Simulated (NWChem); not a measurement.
System: pyridine (C5H5N); SMILES c1ccncc1

Question: Give the equilibrium geometry at PBE0/def2-SVP (NWChem) as a list of bonds and angles, with the point group.

Answer: point group C2v; any orientation.
Bonds (Å): C1–C2 1.393, C1–C6 1.393, C1–H7 1.093, C2–C3 1.395, C2–H8 1.092, C3–N4 1.330, C3–H9 1.097, N4–C5 1.330, C5–C6 1.395, C5–H10 1.097, C6–H11 1.092. Bond angles (°): C2–C1–C6 118.5, C2–C1–H7 120.7, C6–C1–H7 120.7, C1–C2–C3 118.3, C1–C2–H8 121.3, C3–C2–H8 120.4, C2–C3–N4 123.5, C2–C3–H9 120.1, N4–C3–H9 116.4, C3–N4–C5 117.7, N4–C5–C6 123.5, N4–C5–H10 116.4, C6–C5–H10 120.1, C1–C6–C5 118.3, C1–C6–H11 121.3, C5–C6–H11 120.4.
